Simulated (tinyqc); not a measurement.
Worked calculation: UKS/B3LYP (VWN-RPA form) in the sto-3g basis, for H2O, spin multiplicity 3. One step of it, computed by the program tinyqc.

Question. Orthogonalisation. S = U s U^T; symmetric (Loewdin) form X = U s^(-1/2) U^T, so that X^T S X = 1.

overlap S, lower triangle:
```
           1O 1s     1O 2s    1O 2px     1O 2py    1O 2pz     2H 1s     3H 1s
1O 1s   1.000000
1O 2s   0.236704  1.000000
1O 2px  0.000000  0.000000  1.000000
1O 2py  0.000000  0.000000  0.000000   1.000000
1O 2pz  0.000000  0.000000  0.000000   0.000000  1.000000
2H 1s   0.027302  0.307597  0.000000   0.234194  0.162927  1.000000
3H 1s   0.027762  0.311214  0.000000  -0.236397  0.164501  0.111972  1.000000
```

Give: eigenvalues of S; X.

Answer.

eigenvalues of S: 0.5183  0.6066  0.8930  1.0000  1.0965  1.2814  1.6042

X, lower triangle:
```
          1O 1s    1O 2s  1O 2px   1O 2py   1O 2pz    2H 1s   3H 1s
1O 1s    1.0231
1O 2s   -0.1321   1.1048
1O 2px   0.0000   0.0000  1.0000
1O 2py   0.0001  -0.0008  0.0000   1.0504
1O 2pz  -0.0048   0.0428  0.0000  -0.0004   1.0221
2H 1s    0.0160  -0.1692  0.0000  -0.1389  -0.0878   1.0783
3H 1s    0.0162  -0.1719  0.0000   0.1405  -0.0890  -0.0376  1.0803
```
